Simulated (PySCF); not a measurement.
Saddle point of CH$_{8}$AlN, singlet (CH₆AlN ([CH3][NH][AlH2]) + H₂ → CH₅N ([CH3][NH2]) + AlH₃ (still joined by a long Al–N bond); bonds formed: Al1–H7, N2–H6; bonds broken: H6–H7; bonds weakened to dative contacts: Al1–N2), PBE0-D4/def2-TZVP structure:

Al1  (-1.197, 0.945, -0.073)
N2  (0.056, -0.337, 0.536)
C3  (0.878, -1.139, -0.351)
H4  (-2.304, 1.315, 0.999)
H5  (-1.386, 1.016, -1.645)
H6  (0.461, 1.039, 0.577)
H7  (0.260, 1.972, 0.335)
H8  (-0.085, -0.775, 1.436)
H9  (1.156, -0.544, -1.226)
H10  (0.357, -2.030, -0.720)
H11  (1.805, -1.462, 0.133)
(Å)

Energies are electronic, without zero-point energy. Barriers and step energies count from the start structure reached by relaxing down the imaginary mode; all methods use the PBE0-D4 structures, on which another method's saddle can fall below an end. PySCF 2.14 with density fitting (its default auxiliary sets; JK sets also for MP2 and CCSD(T)); basis: def2-TZVPP, with def2-QZVPP for the basis limit; cores frozen in the correlated methods. B3LYP uses VWN-RPA correlation. Extrapolation: Hartree–Fock as exp(−7.88 √X), correlation as X^−2.97.

```
   method  barrier (kcal/mol)  step energy (kcal/mol)
    SPW92                9.26                  -15.81
   PBE-D4               15.73                  -12.07
r2SCAN-D4               16.67                  -13.07
  PBE0-D4                   ?                  -14.44
 B3LYP-D4                   ?                  -11.80
 BHLYP-D4               22.26                  -14.29
  wB97M-V               21.06                  -13.09
       HF               29.55                  -15.52
      MP2                   ?                  -11.86
     CCSD               22.70                  -14.06
  CCSD(T)               21.59                  -13.51
```

Problem. Fill in the withheld barriers. (An estimate is asked for; the value comes from the calculation.)

Solution. By the calculation: B3LYP-D4 20.24; PBE0-D4 17.08; MP2 21.29 kcal/mol. Each is the energy of the saddle less that of the start structure, by the same method.

For comparison, the barrier by CCSD(T) at an estimated basis limit (MP2 extrapolated from triple and quadruple zeta, plus CCSD(T) − MP2 in triple zeta) is 21.33 kcal/mol.

T1 diagnostic: at most 0.013.

Labels in which every atom is bracketed show which atoms are joined, not bond orders.

For scale, one of the runs: CCSD(T)/def2-TZVPP, 216 basis functions, launched by `OMP_NUM_THREADS=4 python run.py`. Hardware: 4 CPU threads of an Arm Neoverse V1, shared host. Wall time 7.2 min; peak host memory 2.8 GiB.
